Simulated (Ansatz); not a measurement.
Calculated with Ansatz (gas phase, PBE0-D4/def2-TZVP geometries, no zero-point term in ΔE). CCSD(T)/CBS is extrapolated from def2-TZVPP and def2-QZVPP, frozen cores. DFT in def2-TZVPP. Each species was taken in one conformer, which may not be the lowest.

Reaction (ligand exchange at a B–O bond): `NBO` + H–F → `NBF` + H₂O

`NBO`:

Z-matrix (Å, degrees):
```
N
B 1 1.397
H 1 1.003 2 122.7
H 1 1.006 2 122.6 3 -180.0
O 2 1.371 1 118.7 3 -180.0
H 2 1.202 1 119.9 3 -0.0
H 5 0.957 2 112.5 1 -180.0
```

H–F:

Z-matrix (Å, degrees):
```
F
H 1 0.920
```

`NBF`:

Cartesian coordinates in Å:
```
N 0.134 -0.707 -0.110
B -0.140 0.645 0.057
F 0.182 1.239 1.211
H -0.087 -1.201 -0.956
H 0.567 -1.270 0.603
H -0.657 1.294 -0.805
```

H₂O:

```xyz
3

O    -0.184    0.101    0.328
H    -0.090   -0.780   -0.041
H     0.275    0.678   -0.286
```

| level | ΔE (eV) |
| --- | --- |
| ωB97X-V | -0.22 |
| ωB97M-V | -0.22 |
| PBE0 | -0.20 |
| BHLYP | -0.25 |

Q: What does CCSD(T)/CBS give? (Estimate.)

A: Ansatz gave: -0.20 eV. The listed levels differ from it by -0.02, -0.02, 0.00, -0.05 eV.

Largest T1 diagnostic among the species: 0.012.

In def2-TZVPP, CCSD(T) changes the Hartree–Fock value by +0.09 eV (the triples alone add +0.01 eV) and MP2 by +0.11 eV. Leaving LDA and LC-ωPBE aside and taking each functional with its dispersion term where it has one, the values, not all of them listed here, spread over 0.07 eV, from B97M-V to revPBE-D4. LDA lies +0.05 eV from PBE without D4.
